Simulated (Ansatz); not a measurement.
The input, for Ansatz 0.2.0:

```yaml
crystal:
  periodic: [false, false, false]
  atoms:
    - {symbol: C, position_ang: [0.000000, 0.000000, 1.555967]}
    - {symbol: B, position_ang: [0.000000, 0.000000, -0.174033]}
    - {symbol: O, position_ang: [0.000000, 0.000000, -1.381933]}
basis:
  gaussian: {orbitals: cc-pVDZ}
magnetization: {spin_polarized: false, initial_magnetization: 1}
correlation: {method: sc_nevpt2, electrons: valence, active_space: {window: {electrons: 5, orbitals: 7}}}
accuracy: high
scf: {lower_state_search: light}
```

```sh
$ ansatz run in.yaml --threads 1 --pin off --events-out ev --progress --plain --max-ram 2393MiB
```

Log:

```
804 factors; integrals over basis functions are off by at most 3.0e-9 eV
mean field evaluation 1: about -3730.3775 eV, gradient 4.4e1 eV
mean field evaluation 2: about -3730.3799 eV, gradient 4.4e1 eV
mean field evaluation 4: about -3735.3619 eV, gradient 8.5e0 eV
mean field evaluation 8: about -3735.7694 eV, gradient 4.8e-1 eV
mean field evaluation 16: about -3734.6383 eV, gradient 1.0e1 eV
mean field evaluation 32: about -3735.7695 eV, gradient 4.7e-1 eV
mean field -3735.77067138 eV, -137.2870399770 hartree, gradient 1.4e-8 eV, S^2 0.750000; 2 other end points of the search recorded, 0 dependent functions left out
reference -3735.77067138 eV, -137.2870399770 hartree; 10, 9 occupied and 32, 33 virtual orbitals, 804 factors
state -3737.97211899 eV, -137.3679416845 hartree
state -3737.97211899 eV, -137.3679416845 hartree; corrected -3744.64577116 eV, -137.6131938779 hartree
state -3737.51032459 eV, -137.3509710533 hartree
state -3737.51032459 eV, -137.3509710533 hartree; corrected -3744.88491416 eV, -137.6219822212 hartree
state -3737.51032459 eV, -137.3509710533 hartree; corrected -3744.88491416 eV, -137.6219822212 hartree
the orbitals are reached from a further start. From the first start the search ends at -3737.97211899 eV, -137.3679416845 hartree
WARN: the results are in doubt because another end's mean lies 0.462 eV lower, and its corrected mean 0.239 eV higher
Total energy: -3744.88491416 eV, -137.6219822212 hartree
In doubt: another end's mean lies 0.462 eV lower, and its corrected mean 0.239 eV higher
```

Natural occupations: 1.9506 1.9161 0.9984 0.0704 0.0438 0.0128 0.0078.

Ran on 1 thread of Intel Xeon Platinum 8488C, shared host: 6 s wall, 0.12 GiB peak host memory.
